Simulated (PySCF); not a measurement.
SMILES C/C=C\C (C₄H₈), GFN2-xTB optimised geometry.

```
12

C      1.48    -1.00     0.00
C     -0.01    -1.00     0.00
C     -0.82     0.05     0.00
C     -0.45     1.50     0.00
H      1.85    -1.54     0.87
H      1.85    -1.51    -0.89
H      1.89     0.01     0.02
H     -0.45    -1.99     0.00
H     -1.89    -0.13     0.00
H     -0.88     1.99     0.88
H     -0.86     1.98    -0.88
H      0.62     1.65     0.01
```

Density from PBE0/def2-TZVP (PySCF) at that geometry.

Minimum of the electron density along straight lines between bonded atoms, close to the bond critical point (lines longer than 1.1 times the sum of covalent radii, or with two minima, are not listed):

```
bond    length / Å  ρ at the minimum / e bohr⁻³  ∇²ρ there / e bohr⁻⁵  position (fraction from the first atom)
------  ----------  ---------------------------  --------------------  ---------------------------------------
C1–C2        1.494                        0.260                 -0.68                                     0.49
C2–C3        1.324                        0.356                 -1.10                                     0.50
C3–C4        1.494                        0.260                 -0.68                                     0.51
C1–H5        1.090                        0.276                 -0.94                                     0.64
C1–H6        1.090                        0.276                 -0.94                                     0.64
C1–H7        1.086                        0.281                 -0.97                                     0.64
C2–H8        1.083                        0.285                 -1.00                                     0.64
C3–H9        1.083                        0.285                 -1.00                                     0.64
C4–H10       1.090                        0.276                 -0.94                                     0.64
C4–H11       1.090                        0.276                 -0.94                                     0.64
C4–H12       1.085                        0.281                 -0.97                                     0.64
```
